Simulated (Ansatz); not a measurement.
System: CH₃S, net charge 0, doublet state. It need not be the lowest isomer of its formula. 
Geometry from a B3LYP-D3(BJ)/def2-TZVP (Ansatz, an electronic-structure program) optimisation:
SMILES: C[S]
```xyz
5

C     -0.0139     1.1056     0.0124
S      0.0013    -0.6916    -0.0079
H      1.0336     1.4242     0.0401
H     -0.5062     1.4939     0.9033
H     -0.4650     1.5146    -0.8909
```
Charge 0, spin multiplicity 2.

Property: vertical electron affinity (to the singlet state of charge -1; a negative value means that the extra electron is unbound and the number depends on the basis; each state is the SCF solution reached for its spin), in eV. Correlated levels leave the core frozen unless marked. Open shells are spin-unrestricted. Spin-orbit coupling is left out. Non-relativistic. Anions need diffuse functions: aug- sets have them; def2-D sets add few. CBS marks a two-point X^-3 extrapolation of the correlation energy; Hartree-Fock from the larger set. [CCSD(T)-MP2]/basis is that difference in the basis named.

RI-MP2/CBS(aug-cc-pV(T+d)Z,aug-cc-pV(Q+d)Z)+[CCSD(T)-MP2]/aug-cc-pV(T+d)Z (Ansatz) gives 1.86 eV.

Task: Another calculation gave 1.55 eV. Which level was it?
A. BHLYP/def2-TZVPD (Ansatz)
B. wB97M-V/def2-TZVPD (Ansatz)
C. SVWN5/def2-TZVPD (Ansatz)

Result: A, BHLYP/def2-TZVPD (Ansatz). The others give 1.78 (wB97M-V), 1.98 (SVWN5) eV.
